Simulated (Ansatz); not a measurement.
Fluorite CdF2 was calculated with BLYP (plane waves, PAW; Ansatz, a first-principles code).

The input as run:

Ansatz 0.2 input:
```yaml
crystal:
  lattice:
    - [0.0, 2.7288612116, 2.7288612116]
    - [2.7288612116, 0.0, 2.7288612116]
    - [2.7288612116, 2.7288612116, 0.0]
  atoms:
    - { symbol: Cd, position: [0.0, 0.0, 0.0] }
    - { symbol: F, position: [0.25, 0.25, 0.25] }
    - { symbol: F, position: [0.75, 0.75, 0.75] }
basis:
  ecutwfc: 520
  ecutrho_ratio: 4
  xc_grid: 2
kpoints:
  mp_grid: { grid: [12, 12, 12] }
hamiltonian:
  xc: blyp
  dispersion: none
  pseudopotentials: { kind: paw }
scf:
  occupations: { method: fermi_dirac, width: 0.01 }
  convergence: { dr2_threshold: 0.0000000003 }
output:
  forces: true
  stress: true
  eigenvalues: true
```

Problem. How many irreducible k-points, plane waves at Γ does the program set up, and what pressure does the run end with?

Solution. 72 irreducible k-points, 1067 plane waves at Γ; P = 4.02 GPa, so the cell is compressed on average and its volume would grow at this level.

From the output:

```
Crystal: 3 atoms, lattice volume = 40.642 Å³
Basis set: ecut = 520 eV, 1067 PW (Γ), exchange–correlation on 60×60×60 points (8 copies of the dense FFT grid, shifted against one another)
Bands: 21, of which v1, the nominal top of the filled ones, is band 17 counted from 1 (16 counted from 0)
Symmetry: 48 space group operations
Space group: Fm-3m (ITA 225), of the structure as read, at distance tolerance 3.4e-5 Å
k-points: 72 of 1728
Functional: x = b88, c = lyp
SCF iter   1: F=—  HF=-9892.831281 eV  |F-HF|=—  |Δ(HF+E_count)|=         —  Δρ=1.38e-2  dr2=3.78e-2
SCF iter   2: F=—  HF=-9892.824724 eV  |F-HF|=—  |Δ(HF+E_count)|=   6.56e-3  Δρ=7.00e-3  dr2=1.48e-2
  ...
SCF iter   6: F=—  HF=-9892.820699 eV  |F-HF|=—  |Δ(HF+E_count)|=   3.17e-7  Δρ=7.37e-6  dr2=6.62e-9
SCF iter   7: F=-9892.820699 eV  HF=-9892.820699 eV  |F-HF|=1.96e-10  |Δ(HF+E_count)|=   1.11e-8  Δρ=9.11e-7  dr2=1.54e-10
SCF 1 converged in 7 iterations: F = -9892.820699 eV  dr2 = 1.54e-10
SCF converged after 7 iterations
Free energy (F): -9892.820699 eV
Internal energy: -9892.820699 eV  (E = F + TS)
E sigma→0 (E₀):  -9892.820699 eV
Fermi energy:    7.581371 eV
--- Forces (eV/Å), atoms counted from 1 ---
  atom   1  Cd    -0.00000000     0.00000000     0.00000000
  atom   2  F     -0.00000000     0.00000000    -0.00000000
  atom   3  F      0.00000000    -0.00000000    -0.00000000
--- Stress (GPa, compression-positive) ---
        4.017717      -0.000000       0.000000
        0.000000       4.017717      -0.000000
        0.000000      -0.000000       4.017717
  P = ⅓ Tr σ = 4.0177 GPa (40.177 kbar)
```

The cell is one volume of an energy–volume scan, off the minimum.

The PAW data were made under PBE.
